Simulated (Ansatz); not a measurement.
Molecule (SMILES): O (H2O).
Atoms: O1, H2, H3. Bonds: O1-H2, O1-H3.

Basis-set convergence of the lowest harmonic wavenumber at PBE0 with Ansatz (a program for electronic structure). Each level at its own minimum, finite differences of forces, unscaled; the reference is a large set that could be run, not a limit. Cartesian d functions, on some or all atoms, in 6-31G*, 6-31+G*; all else is spherical. The program fits the integrals of some runs and decomposes those of others, by size. No added dispersion term, no relativity. Reference: the value in aug-cc-pVQZ, 1635 cm⁻¹. Deviations are taken from unrounded values.

| basis | functions | lowest harmonic wavenumber (cm⁻¹) |
|---|---|---|
| 6-31G* | 19 | 1722 |
| 6-31+G* | 23 | 1679 |
| cc-pVDZ | 24 | 1665 |
| aug-cc-pVDZ | 41 | 1628 |
| def2-SVP | 24 | 1643 |
| def2-SVPD | 39 | 1596 |
| pcseg-1 | 24 | 1635 |
| aug-pcseg-1 | 41 | 1626 |
| 6-311G** | 30 | 1641 |
| 6-311+G** | 34 | 1610 |
| def2-TZVP | 43 | 1623 |
| def2-TZVPD | 58 | 1631 |
| cc-pVTZ | 58 | 1644 |
| aug-cc-pVTZ | 92 | 1633 |
| pcseg-2 | 58 | 1629 |
| aug-pcseg-2 | 92 | 1633 |
| def2-TZVPP | 59 | 1638 |
| def2-TZVPPD | 74 | 1634 |
| cc-pVQZ | 115 | 1640 |
| aug-cc-pVQZ | 172 | 1635 |
| def2-QZVPP | 117 | 1636 |
| def2-QZVPPD | 132 | 1635 |

What the diffuse functions change, pair by pair:
- 6-31G* to 6-31+G*: 4 more functions, deviation 88 to 44 cm⁻¹
- cc-pVDZ to aug-cc-pVDZ: 17 more functions, deviation 30 to -7 cm⁻¹
- def2-SVP to def2-SVPD: 15 more functions, deviation 8 to -38 cm⁻¹
- pcseg-1 to aug-pcseg-1: 17 more functions, deviation 0 to -9 cm⁻¹
- 6-311G** to 6-311+G**: 4 more functions, deviation 7 to -25 cm⁻¹
- def2-TZVP to def2-TZVPD: 15 more functions, deviation -12 to -4 cm⁻¹
- cc-pVTZ to aug-cc-pVTZ: 34 more functions, deviation 9 to -2 cm⁻¹
- pcseg-2 to aug-pcseg-2: 34 more functions, deviation -5 to -2 cm⁻¹
- def2-TZVPP to def2-TZVPPD: 15 more functions, deviation 3 to -1 cm⁻¹
- cc-pVQZ to aug-cc-pVQZ: 57 more functions, deviation 5 to 0 cm⁻¹
- def2-QZVPP to def2-QZVPPD: 15 more functions, deviation 1 to 0 cm⁻¹

Leaving out the reference's own pair, they bring the value nearer the reference by more than 1 cm⁻¹ in 6 of 10 pairs.
